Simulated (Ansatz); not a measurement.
Two isomers of C4H5NO: A = `Cc1ccno1`, B = `C=C1COC1=N`.

Isolated molecules relaxed with PBE0-D4/def2-TZVP in Ansatz; ΔE leaves out vibrations. CBS: MP2 limit from def2 TZ/QZ plus the TZ coupled-cluster correction, frozen cores. DFT in def2-TZVPP. B3LYP here is the variant with VWN-RPA as its local correlation; programs differ in this. Each species was taken in one conformer, which may not be the lowest.

A:

```xyz
11

C     0.501   -0.880    1.387
C     0.075   -0.012    0.270
C    -0.243   -0.243   -1.028
C    -0.560    1.043   -1.522
N    -0.443    1.961   -0.607
O    -0.042    1.296    0.528
H     0.558   -1.916    1.056
H    -0.206   -0.818    2.219
H     1.481   -0.578    1.762
H    -0.250   -1.185   -1.549
H    -0.871    1.332   -2.516
```

B:

```xyz
11

C    -1.0437   -1.2342    0.1146
C    -0.1246   -0.2883    0.1346
C     1.0989    0.0698    0.9298
O     1.2738    1.2395    0.0868
C     0.1603    0.9370   -0.6563
N    -0.2671    1.6125   -1.6179
H    -1.0348   -2.0543    0.8229
H    -1.8418   -1.2168   -0.6191
H     0.9340    0.3536    1.9712
H     1.9488   -0.6105    0.8443
H    -1.1038    1.1918   -2.0109
```

Question: Which is lower in electronic energy at CCSD(T)/CBS, and by how much? (An estimate is asked.)

Answer: The calculation gave: A, by 9.8 kcal/mol.

Question: Give E(B) − E(A) in kcal/mol with MP2/def2-TZVPP, PBE0-D4, HF/def2-TZVPP, B3LYP-D4, PBE-D4, B3LYP, CCSD(T)/def2-TZVPP. (Best estimate.)

Answer: The calculation gave: MP2/def2-TZVPP 13.0, PBE0-D4 10.9, HF/def2-TZVPP 3.3, B3LYP-D4 9.3, PBE-D4 11.3, B3LYP 9.1, CCSD(T)/def2-TZVPP 9.6. None reverses the order clearly.

Largest T1 diagnostic: 0.015.

In def2-TZVPP, CCSD(T) changes the Hartree–Fock value by +6.3 kcal/mol (the triples alone add +1.6 kcal/mol) and MP2 by +9.7 kcal/mol.
